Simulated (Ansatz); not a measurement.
# FH3Si: molecular dynamics, part 2 of 2

Aim: let a guess near a reaction's saddle point go and see which way it falls. Runs: 150 steps of 0.5 fs at constant energy, with velocities drawn for 600 K; 150 steps of 0.5 fs at constant energy, with velocities drawn for 300 K. Reaction type: 1,1-elimination.

Ansatz 0.2.0; UKS PBE-D4/6-31G*. The steps go on from the part before.

### 7 The log goes on: dynamics from the start

The log, continued (excerpt; [...] marks lines left out):

```text
md step    76: t =    38.00 fs  T =  3991.6 K  F+E_penalty+E_count = -10634.74673156 eV  E_kin = 1.547866 eV  conserved = -10633.19886598 eV  (27 SCF iters, 3 dispersion substeps)
[...]
md step    94: t =    47.00 fs  T =  3863.3 K  F+E_penalty+E_count = -10634.69376648 eV  E_kin = 1.498126 eV  conserved = -10633.19564081 eV  (26 SCF iters, 3 dispersion substeps)
[...]
md step   112: t =    56.00 fs  T =  3829.8 K  F+E_penalty+E_count = -10634.68315295 eV  E_kin = 1.485112 eV  conserved = -10633.19804122 eV  (26 SCF iters, 3 dispersion substeps)
[...]
md step   130: t =    65.00 fs  T =  3224.1 K  F+E_penalty+E_count = -10634.44737096 eV  E_kin = 1.250248 eV  conserved = -10633.19712296 eV  (23 SCF iters, 3 dispersion substeps)
[...]
md step   148: t =    74.00 fs  T =  4672.0 K  F+E_penalty+E_count = -10635.00938028 eV  E_kin = 1.811692 eV  conserved = -10633.19768869 eV  (28 SCF iters, 3 dispersion substeps)
[...]
md step   149: t =    74.50 fs  T =  4708.9 K  F+E_penalty+E_count = -10635.02357781 eV  E_kin = 1.826021 eV  conserved = -10633.19755668 eV  (28 SCF iters, 3 dispersion substeps)
[...]
md step   150: t =    75.00 fs  T =  4801.5 K  F+E_penalty+E_count = -10635.05950981 eV  E_kin = 1.861935 eV  conserved = -10633.19757464 eV  (27 SCF iters, 3 dispersion substeps)
Total energy: -10635.05953956 eV, -390.8312293765 hartree
Atom 0 at    -0.319374    -0.126714     0.137868 Å, force    -9.192295    -3.533637     2.595538 eV/Å
Atom 1 at     1.001449     0.040917    -0.516741 Å, force     5.798142     1.088434    -2.767329 eV/Å
Atom 2 at    -0.910689    -1.658923     0.061158 Å, force     1.120783     1.279262     0.063846 eV/Å
Atom 3 at    -0.284982    -0.076429     1.758149 Å, force     0.022447     0.797808    -1.662827 eV/Å
Atom 4 at    -1.750939     0.284590    -0.946107 Å, force     2.250923     0.368133     1.770772 eV/Å
Dipole moment:     0.047090     0.158505     0.112706 e Å
```

Run time: 5.8 min. Hardware: 1 thread of Intel Xeon at 2.50GHz (Skylake/Cascade Lake), shared host; peak memory 0.1 GiB.

### 8 Frames and traces

One step in 6; energies are changes from step 0:

| time (fs) | T (K) | potential energy change (meV/atom) | total energy change (meV/atom) | H3–F2 (Å) | Si1–F2 (Å) | Si1–H3 (Å) |
| --- | --- | --- | --- | --- | --- | --- |
| 0.0 | 300 | 0.0 | 0.00 | 1.22 | 2.00 | 1.86 |
| 3.0 | 638 | -26.4 | -0.21 | 1.22 | 2.00 | 1.75 |
| 6.0 | 600 | -23.4 | -0.16 | 1.23 | 1.99 | 1.58 |
| 9.0 | 622 | -24.9 | 0.09 | 1.32 | 1.97 | 1.47 |
| 12.0 | 1916 | -125.5 | -0.20 | 1.55 | 1.95 | 1.50 |
| 15.0 | 3550 | -252.1 | -0.02 | 1.91 | 1.92 | 1.62 |
| 18.0 | 6003 | -442.9 | -0.57 | 2.34 | 1.85 | 1.71 |
| 21.0 | 7211 | -536.6 | -0.60 | 2.74 | 1.76 | 1.77 |
| 24.0 | 6801 | -504.7 | -0.52 | 3.00 | 1.65 | 1.79 |
| 27.0 | 5265 | -385.6 | -0.54 | 3.09 | 1.54 | 1.76 |
| 30.0 | 3113 | -218.1 | 0.10 | 3.05 | 1.48 | 1.66 |
| 33.0 | 3465 | -246.0 | -0.50 | 2.93 | 1.47 | 1.51 |
| 36.0 | 3938 | -282.6 | -0.41 | 2.88 | 1.53 | 1.40 |
| 39.0 | 4043 | -290.8 | -0.44 | 2.99 | 1.61 | 1.49 |
| 42.0 | 4097 | -294.8 | -0.28 | 3.15 | 1.70 | 1.67 |
| 45.0 | 4246 | -306.8 | -0.73 | 3.16 | 1.78 | 1.77 |
| 48.0 | 4310 | -310.6 | 0.39 | 2.99 | 1.84 | 1.71 |
| 51.0 | 6951 | -517.4 | -1.59 | 2.65 | 1.88 | 1.51 |
| 54.0 | 4650 | -337.3 | 0.06 | 2.33 | 1.89 | 1.37 |
| 57.0 | 3775 | -269.8 | -0.34 | 2.19 | 1.86 | 1.48 |
| 60.0 | 3993 | -286.8 | -0.40 | 2.17 | 1.82 | 1.65 |
| 63.0 | 3863 | -277.0 | -0.68 | 2.16 | 1.76 | 1.67 |
| 66.0 | 3349 | -236.4 | 0.03 | 2.14 | 1.68 | 1.53 |
| 69.0 | 4973 | -363.2 | -0.84 | 2.20 | 1.59 | 1.41 |
| 72.0 | 4911 | -358.0 | -0.45 | 2.39 | 1.51 | 1.49 |
| 75.0 | 4802 | -349.3 | -0.13 | 2.62 | 1.48 | 1.64 |

time (fs), T (K) and a bar:
```
      0.0        300 
      3.5        679 ##
      6.5        551 #
     10.0        944 ###
     13.0       2411 #########
     16.5       4756 ####################
     19.5       6866 #############################
     23.0       7061 ##############################
     26.0       5919 #########################
     29.5       3372 ##############
     32.5       3264 #############
     36.0       3938 ################
     39.0       4043 #################
     42.5       4144 #################
     45.5       4144 #################
     49.0       5416 #######################
     52.0       6541 ############################
     55.5       3911 ################
     58.5       3817 ################
     62.0       4092 #################
     65.0       3224 #############
     68.5       4805 ####################
     71.5       4997 #####################
     75.0       4802 ####################
```

Bonds that form or break, judged by distance (formed within 1.15 times the sum of covalent radii and held on average over 12 fs, broken when stretched by half; pairs already stretched at the start don't count as bonds):

| time (fs) | bond | event |
| --- | --- | --- |
| 6.0 | Si1–H3 | forms |
| 17.5 | Si1–F2 | forms |

### 9 Frames from the trajectory

Positions (Å) and forces (eV/Å):

```xyz
5
time_fs=9.5 T=760 dE=-0.1781
Si   -0.545   -0.168    0.207    0.807    2.271    0.779
F     1.232    0.015   -0.620   -0.448    0.866    0.324
H     0.424   -1.049   -0.442   -0.016   -2.185   -0.914
H    -0.070    0.174    1.638   -0.628   -0.102   -0.390
H    -1.365    1.069   -0.292    0.284   -0.850    0.201
5
time_fs=19.0 T=6636 dE=-2.4604
Si   -0.461   -0.148    0.177    3.864   -2.243   -1.261
F     1.180    0.046   -0.593   -3.333    0.438    1.543
H    -0.421   -1.823   -0.275   -0.880    2.311    0.811
H    -0.373    0.076    1.698    0.100   -0.239   -0.634
H    -1.564    0.805   -0.219    0.249   -0.267   -0.459
5
time_fs=28.0 T=4490 dE=-1.6270
Si   -0.315   -0.179    0.124   -7.995   -1.696    2.193
F     1.030    0.092   -0.520    3.937    0.035   -1.925
H    -1.598   -1.340    0.253    2.394   -0.342   -0.783
H    -0.487   -0.088    1.558    1.025    0.692    1.038
H    -1.508    0.476   -0.478    0.640    1.311   -0.523
5
time_fs=37.5 T=3962 dE=-1.4217
Si   -0.355   -0.244    0.130   -1.066    5.552    1.374
F     1.021    0.140   -0.514    3.118   -1.537   -1.199
H    -1.482   -1.076    0.361   -0.688   -2.273   -0.271
H     0.105    0.173    1.692   -0.940   -0.531   -1.679
H    -0.936    0.868   -1.026   -0.423   -1.212    1.775
5
time_fs=47.0 T=3863 dE=-1.3805
Si   -0.468   -0.210    0.177    3.761   -3.707   -2.557
F     1.161    0.129   -0.572   -2.121   -1.539    0.592
H    -1.077   -1.849    0.123    0.738    2.477    0.045
H     0.146    0.245    1.303    0.176    0.655    3.549
H    -0.873    0.815   -0.617   -2.553    2.114   -1.629
5
time_fs=56.0 T=3830 dE=-1.3699
Si   -0.476   -0.176    0.176    2.285    3.735    0.718
F     1.213    0.059   -0.602   -3.554    0.486    1.484
H    -0.264   -1.537   -0.167   -0.984   -1.735   -0.099
H    -0.364    0.233    1.856   -0.113   -0.727   -2.360
H    -1.937    0.875   -0.275    2.366   -1.760    0.257
5
time_fs=65.5 T=3225 dE=-1.1341
Si   -0.403   -0.096    0.163    3.825   -5.232   -1.992
F     1.120    0.007   -0.571   -1.234    2.237    0.897
H    -0.281   -1.586   -0.282   -0.800    0.407    0.673
H    -0.833   -0.146    1.496    1.279    0.561    2.943
H    -1.741    0.066   -0.028   -3.071    2.027   -2.520
5
time_fs=75.0 T=4802 dE=-1.7463
Si   -0.319   -0.127    0.138   -9.192   -3.534    2.595
F     1.001    0.041   -0.517    5.798    1.088   -2.767
H    -0.911   -1.659    0.061    1.121    1.279    0.064
H    -0.285   -0.076    1.758    0.022    0.798   -1.663
H    -1.751    0.285   -0.946    2.251    0.368    1.771
```

Reading of run 2. At the last frame the bonds meant to break are whole and the new ones absent: it fell back to the reactants' side (FH3Si). The temperature starts at 300 K and averages 4442 K in the second half, where it ranges from 3224 to 6951 K; the start was no minimum (force components up to 1.7 eV/Å), and the potential energy that it sheds (322 meV/atom) turns into motion, which in so few atoms is no thermal temperature. The total energy strays from its start by at most 1.61 meV/atom, 0.5 % of the mean kinetic energy, so a step of 0.5 fs is short enough over this time. Bonds change: the first event comes at 6.0 fs (Si1–H3 forms). By that distance rule the pieces at the end are FH3Si; a long dative bond can count as broken.

### 10 Outcome

What follows sums up all 2 parts.

```
                                 quantity                                     value
                            run 1: length                       150 steps of 0.5 fs
  run 1: temperature, first and last step                             600 and 863 K
          run 1: temperature, second half            mean 667 K, from 180 to 1190 K
     run 1: potential energy, second half    -5 meV/atom from this run's first step
run 1: largest change of the total energy                             1.10 meV/atom
            run 1: bonds formed or broken                                         1
                            run 2: length                       150 steps of 0.5 fs
  run 2: temperature, first and last step                            300 and 4802 K
          run 2: temperature, second half          mean 4442 K, from 3224 to 6951 K
     run 2: potential energy, second half  -322 meV/atom from this run's first step
run 2: largest change of the total energy                             1.61 meV/atom
            run 2: bonds formed or broken                                         2
```

**Reading.** Mean temperatures of the second halves: 667 K, 4442 K. Bonds changed in run 1, run 2. Run 1: at the last frame the bonds meant to form are there and those meant to break are gone: it fell to the products. Run 2: at the last frame the bonds meant to break are whole and the new ones absent: it fell back to the reactants' side (FH3Si). Averages from a run of 75 fs with 5 atoms are rough. The nuclei move classically, without zero-point motion, which matters most for hydrogen.
